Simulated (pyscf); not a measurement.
Single points on ωB97X-D3(BJ)/def2-SVP structures (PySCF, gas phase).

**Question.** PBE/def2-TZVP puts the barrier of H₃Si–SiH₂–PH₂ (SMILES [SiH3][SiH2]P) + H• (SMILES [H]) → •H₂Si–SiH₂–PH₂ (SMILES [SiH2][SiH2]P) + H₂ (SMILES [H][H]) (hydrogen abstraction; doublet surface; H–Si broken, H–H formed) at -0.1 kcal/mol and the reaction energy at -16.6 kcal/mol, from the separated reactants. What do B3LYP-D3(BJ)/def2-TZVP, M06-2X/def2-TZVP, ωB97M-D3(BJ)/def2-TZVP give on the same structures?

**Answer.** B3LYP-D3(BJ): ΔE‡ = -0.3 kcal/mol, ΔE = -17.9 kcal/mol; M06-2X: ΔE‡ = 4.6 kcal/mol, ΔE = -17.3 kcal/mol; ωB97M-D3(BJ): ΔE‡ = 4.1 kcal/mol, ΔE = -14.5 kcal/mol. PBE's barrier matches one of them and lies within 4.7 kcal/mol of the others. Its reaction energy lies among theirs. At B3LYP-D3(BJ) this geometry lies under the reactants; that is no barrier but a single point on another level's saddle; such a level's own saddle, if it has one, lies nearer that side and is low. H₃Si–SiH₂–PH₂ lies 5.7 kcal/mol over its isomer H₃Si–PH–SiH₃ (electronic energy, ωB97M-D3(BJ)/def2-TZVP). •H₂Si–SiH₂–PH₂ lies 13.8 kcal/mol over its isomer H₃Si–P•–SiH₃ (electronic energy, ωB97M-D3(BJ)/def2-TZVP). One saddle was located; it need not be the lowest between these sides. The angle at the transferred H is 179°.
